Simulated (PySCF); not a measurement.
2-methyl-1-penten-3-yne, C6H8.
Cartesian coordinates in Å at the GFN2-xTB level; atoms count from 1:
```
atom  x, y, z in Å
C1    -1.734   -1.356   -0.072
C2    -1.113   -0.226    0.255
C3    -1.833    1.036    0.630
C4     0.303   -0.144    0.263
C5     1.501   -0.044    0.276
C6     2.943    0.062    0.285
H7    -2.809   -1.423   -0.082
H8    -1.188   -2.246   -0.337
H9    -2.909    0.893    0.577
H10   -1.562    1.334    1.643
H11   -1.546    1.845   -0.040
H12    3.388   -0.893    0.564
H13    3.301    0.341   -0.706
H14    3.257    0.822    1.000
```

Level of theory: TDDFT PBE0/def2-SVPD, vertical, gas phase, core orbitals frozen in the response in PySCF 2.14.0, density-fitted response routines.

Computed states:

```
state  E (eV)       f
   S1    5.34  0.0001
   S2    5.63   0.318
   S3    6.21  0.0001
   S4    6.40  0.0011
   S5    6.85  0.0022
   S6    6.96   0.011
```

Each state is given a Gaussian of 0.5 eV full width at half maximum, with ε(max) = 2.175×10⁸ f / Δν̃ (Δν̃ the width in cm⁻¹). The width is an assumption, not a result. The curve ends short of the highest state used, and states not computed would add to its high-energy end.

Q: What does the envelope look like, and where are its maxima?

A: 
```csv
E (eV),ε (L mol⁻¹ cm⁻¹)
4.59,0
4.65,0
4.71,1
4.77,5
4.83,14
4.89,38
4.95,98
5.02,268
5.08,581
5.14,1163
5.20,2150
5.26,3673
5.32,5793
5.38,8439
5.44,11350
5.50,14096
5.56,16163
5.63,17141
5.69,16533
5.75,14724
5.81,12107
5.87,9192
5.93,6446
5.99,4177
6.05,2506
6.11,1398
6.17,735
6.23,376
6.30,186
6.36,127
```

Maxima: 220 nm (5.63 eV), ε about 17000, made up of S2 (100%) (ε in L mol⁻¹ cm⁻¹; maxima over ε = 5, shares over 10%).

Q: Coming from long wavelengths, where does ε first pass 100 L mol⁻¹ cm⁻¹?

A: At about 250 nm (4.95 eV), 0.39 eV below S1.

Q: On this curve, what absorbance would a 10⁻⁵ mol/L sample give at 254 nm over a 1 cm path?

A: 254 nm is 4.881 eV, where ε is about 33 L mol⁻¹ cm⁻¹, so A = ε c l ≈ 0.00033 (Beer–Lambert, with the gas-phase spectrum and the assumed width).

Q: What would ε be at 5.63 eV, the highest of these maxima, with half the width (0.25 eV)?

A: About 34300 L mol⁻¹ cm⁻¹ against 17100, a factor of about 2.00; a lone state at its own centre would give exactly 2.

Hardware: one thread of an Arm Neoverse N1, no GPU, shared host with 64 logical CPUs at a one-minute load of 20. Cost: 28 s wall, 0.74 GiB resident at most.
